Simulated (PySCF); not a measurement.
Bonds broken one at a time in the series C F-H. All species are isolated molecules in the gas phase. Strings in code marks are SMILES.

The highest occupied spin orbital from two functionals at the same geometries (B3LYP-D3(BJ)/def2-TZVP), both in PySCF: PBE-D3(BJ)/def2-TZVP and B3LYP-D3(BJ)/def2-TZVP. B3LYP has the VWN-RPA correlation part, as in Gaussian. 

```csv
species,PBE-D3(BJ)/def2-TZVP (eV)
radical fragment (`[F]`),-10.14
radical fragment (`F[CH]F`),-5.17
radical fragment (`[CH2]F`),-4.85
radical fragment (`[CH3]`),-5.38
```

Question: What does B3LYP-D3(BJ)/def2-TZVP give for each?

Answer: 
- radical fragment (`[F]`): -12.17
- radical fragment (`F[CH]F`): -6.67
- radical fragment (`[CH2]F`): -6.14
- radical fragment (`[CH3]`): -6.45
Over these rows, drawn at random from the members with no instability flagged (it was tested for open shells, ions and some series alone), PBE minus B3LYP-D3(BJ): mean +1.47 eV, from +1.06 eV to +2.03 eV.
